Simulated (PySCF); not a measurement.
From one molecule to another.

First species: C5H11FOSi.
Cartesian coordinates in Å at the GFN2-xTB level; atoms count from 1:
```xyz
19
C5H11FOSi angstrom
C      2.717    0.845   -0.265
Si     0.867    0.985    0.143
C      0.033   -0.700   -0.129
C      0.592   -1.865    0.144
F      1.845   -1.985    0.628
C     -1.387   -0.683   -0.609
C     -2.275   -0.046    0.458
O     -1.873    1.297    0.610
H      2.883    0.489   -1.278
H      3.194    1.816   -0.177
H      3.231    0.165    0.406
H      0.724    1.370    1.554
H      0.276    1.953   -0.781
H      0.137   -2.841    0.015
H     -1.459   -0.080   -1.514
H     -1.750   -1.691   -0.821
H     -3.329   -0.094    0.150
H     -2.160   -0.597    1.401
H     -2.276    1.672    1.398
```

Second species: CH2PH, CH3P.
Z-matrix (Å and degrees, GFN2-xTB geometry), rows numbered from 1:
```
C 
P   1  1.6629
H   1  1.0767  2  124.51
H   1  1.0782  2  119.64  3   180.00
H   2  1.4077  1   97.78  3    -0.03
```

Levels: PBE0/pcSseg-1 for dipole moment, HOMO energy, LUMO energy and HOMO–LUMO gap; GFN2-xTB for rotational constant A and rotational constant C. Geometries: GFN2-xTB. Each structure is a single optimised conformer of the isolated species, non-relativistic unless stated; the electronic structure was computed with PySCF and density fitting.

The conformers computed, where there is a choice (atom-mapped SMILES and torsion angles):
- `[CH3:1][SiH2:2]/[C:3](=[CH:4]\[F:5])[CH2:6][CH2:7][OH:8]`: C1–Si2–C3–C4 37°, Si2–C3–C6–C7 -64°, C3–C6–C7–O8 64°, H–O8–C7–C6 -168°

Which has the higher rotational constant C?

The second: 14.828 GHz against 0.865 GHz, a difference of 13.963 GHz.

Which of the two has the higher rotational constant A, and by how much?

The second: 141.951 GHz against 2.190 GHz, a difference of 139.761 GHz.

Which of the two has the higher HOMO energy, and by how much?

The first: -7.13 eV against -7.85 eV, a difference of 0.72 eV.

Which has the higher dipole moment?

The first: 3.01 D against 1.06 D, a difference of 1.95 D.

Which has the higher HOMO–LUMO gap?

The first: 7.23 eV against 6.07 eV, a difference of 1.16 eV.

Which of the two has the higher LUMO energy, and by how much?

The first: 0.10 eV against -1.78 eV, a difference of 1.88 eV.

On the first: The dipole equals about 10.0 × 10⁻³⁰ C·m (1 D = 3.33564 × 10⁻³⁰ C·m). A dipole of 3.01 D is allowed in C1, and pure rotational transitions are dipole-allowed.

On the second: The dipole equals about 3.5 × 10⁻³⁰ C·m (1 D = 3.33564 × 10⁻³⁰ C·m).
